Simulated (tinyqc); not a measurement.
Inside a calculation. Method: Born-Oppenheimer dynamics on the unrestricted LDA (VWN5)/sto-6g surface (energies and gradients from PySCF), for NH, spin multiplicity 3. One step of it, computed by the program tinyqc.

Problem. Velocity Verlet step 1. dt = 1 fs = 41.3414 atomic units; x' = x + v dt - g dt^2 / (2m); after the new gradient g', v' = v - (g + g') dt / (2m).

positions (bohr), order 1N, 2H:
```
[[0.000000, 0.000000, 0.000000],
 [0.000000, 0.000000, 1.870829]]
```

velocities (bohr per atomic time unit), order 1N, 2H:
```
[[0.000004700, 0.000012958, 0.000020746],
 [-0.000065300, -0.000180042, -0.000288254]]
```

gradient (hartree/bohr), order 1N, 2H:
```
[[0.00000000, 0.00000000, 0.12486724],
 [0.00000000, 0.00000000, -0.12486700]]
```

masses (electron masses): [25526.042363, 1837.152588]

gradient after step 1 (hartree/bohr), order 1N, 2H:
```
[[-0.00013918, -0.00038374, 0.09235795],
 [0.00013918, 0.00038373, -0.09235805]]
```

Give: positions after step 1; velocities after step 1.

Solution.

positions after step 1 (bohr), order 1N, 2H:
```
[[0.0002, 0.0005, -0.0033],
 [-0.0027, -0.0074, 1.9170]]
```

velocities after step 1 (bohr per atomic time unit), order 1N, 2H:
```
[[0.0000048, 0.0000133, -0.0001552],
 [-0.0000669, -0.0001844, 0.0021558]]
```
